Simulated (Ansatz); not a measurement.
fcc Rh was calculated with PBE-D4 in Ansatz (PAW).

Settings: plane-wave cutoff 500 eV, 32×32×32 k mesh, Fermi–Dirac smearing 0.1 eV, no spin polarisation, scalar-relativistic PAW data made under PBE.

Computed at the level's own relaxed cell.

Task: Give the computed equilibrium volume per atom and lattice constant a.

Result: 
- equilibrium volume per atom: 13.61 Å³/atom
- lattice constant a: 3.790 Å

Measured, for comparison: equilibrium volume per atom 13.65 Å³/atom, lattice constant a 3.794 Å (static lattice: zero-point anharmonic expansion removed; as tabulated in Mejia-Rodriguez and Trickey (2018), arXiv:1807.09216). Computed (rounded) less measured: equilibrium volume per atom -0.3 %, lattice constant a -0.1 %.

Static lattice: no zero-point or thermal effects.

Cost on a shared machine: around 40 core-seconds (rough).

Ansatz is a first-principles code.
